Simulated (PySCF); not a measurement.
Work out the structure from these simulated measurements.

Formula: C4H4OS.

- NMR, other nuclei: isotropic shieldings of nuclei other than C and H, by class: 221 (1 O), 269 (1 S) ppm [GIAO B3LYP/pcSseg-2]
- UV, strongest line: among the 10 lowest singlet transitions: S9 at 7.32 eV (169 nm, f = 0.282) [TDDFT wB97X-D/def2-SVPD]
- 1H NMR: chemical shifts (computed TMS as zero) by class: 6.77 (1 H), 6.37 (1 H), 6.27 (1 H), 4.20 (1 H) ppm [GIAO B3LYP/pcSseg-2]
- Rotational structure: rotational constants A, B, C: 5.338, 3.277, 2.032 GHz [PBE0-D3(BJ)/def2-SVP]
- Triplet: lowest triplet excitation (Tamm–Dancoff): 3.58 eV [TDA wB97X-D/def2-SVPD]
- Polarisability: 67.1 au [wB97X-D/def2-SVPD]
- UV, first state: lowest singlet excitation: 5.05 eV (245 nm, f = 0.003) [TDDFT wB97X-D/def2-SVPD]
- 13C NMR: chemical shifts (computed TMS as zero) by class: 177.8 (1 C), 135.0 (1 C), 118.7 (1 C), 112.4 (1 C) ppm [GIAO B3LYP/pcSseg-2]
- Dipole: 0.84 D [wB97X-D/def2-SVPD]
- Valence photoelectron: vertical ionisation energy: 8.31 eV [ΔSCF wB97X-D/def2-SVPD]

The electronic properties come from PySCF, for the isolated species, density fitting. Levels stand in brackets. Geometry: PBE0-D3(BJ)/def2-SVP, one conformer, isolated molecule. Each NMR value is the plain mean over a class of atoms that symmetry, rotation or inversion makes alike.

Question: Propose a structure and show how it fits.

Answer: Numbering: `[OH:1][c:2]1[cH:3][cH:4][cH:5][s:6]1`. Its formula, C4H4OS, gives 3 degrees of unsaturation: 1 ring and 2 π bonds in the structure found (Kekulé form). 4 carbons fall into 4 classes; from least to most shielded: aromatic carbon bearing oxygen [C2] (177.8 ppm), aromatic CH carbon [C4] (135.0 ppm), aromatic CH next to a ring sulfur [C5] (118.7 ppm), aromatic CH carbon [C3] (112.4 ppm). Hydrogen classes from least to most shielded: 1 H on an aromatic CH carbon, C4 (6.77 ppm), 1 H on an aromatic CH carbon, C3 (6.37 ppm), 1 H on an aromatic CH next to a ring sulfur, C5 (6.27 ppm), 1 H on a phenol-type oxygen, O1 (4.20 ppm). The other shieldings belong to: 221 ppm, phenol-type oxygen [O1]; 269 ppm, thiophene-type sulfur [S6]. The first electron is taken from the HOMO, whose largest Löwdin shares are 0.26 on the aromatic CH next to a ring sulfur, 0.20 on the aromatic carbon bearing oxygen, 0.16 on an aromatic CH carbon and 0.16 on the phenol-type oxygen. By its constants the optimised geometry is an asymmetric top. Structure: `c1ccc(O)s1` (thiophen-2-ol). Computed isomers that give other values at the same levels: `Sc1ccco1` (rotational constant A: 9.028 GHz; this holds for the one conformer computed); `Oc1ccsc1` (rotational constant A: 7.200 GHz; this holds for the one conformer computed); `O=C1C=CCS1` (rotational constant A: 4.855 GHz; this holds for the one conformer computed). The assignments are read from this structure; whether some other isomer fits the data as well wasn't checked.

Conformer computed: `[OH:1][c:2]1[cH:3][cH:4][cH:5][s:6]1`: H–O1–C2–C3 -161°.
